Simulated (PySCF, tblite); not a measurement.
Isomers of C5H7S (doublet state), one GFN2-xTB conformer each. Single-point energies are computed at B3LYP/pcH-1 (PySCF, gas phase, no added dispersion term), electronic only. GFN2-xTB treats the open shell by occupation alone, and not every SCF solution was tested for stability.

Question: Rank them by B3LYP/pcH-1 energy, lowest first (kcal/mol).
A. `[CH:1]#[C:2][CH2:3][S:4][CH:5][CH3:6]` (doublet state) with C2–C3–S4–C5 63°, C3–S4–C5–C6 166°
B. `[CH3:1][S:2][C@H:3]1[C@@H:4]2[CH:5][C@H:6]12` (doublet state) with C1–S2–C3–C4 -169°

Answer: A (0.0), B (20.5).

As drawn, the higher has a three-membered ring, which the lower lacks. GFN2-xTB itself gives, in the same order: 0.0, 15.1. Both levels put the same isomer lowest.

What happens when harmonic zero-point energies from GFN2-xTB frequencies are added?

```csv
SMILES,ZPE (kcal/mol),electronic (kcal/mol),with ZPE (kcal/mol)
C#CCS[CH]C,61.3,0.0,0.0
CS[C@H]1[C@@H]2[CH][C@@H]21,62.2,20.5,21.4
```

The zero-point energies span 0.9 kcal/mol. The order is unchanged.
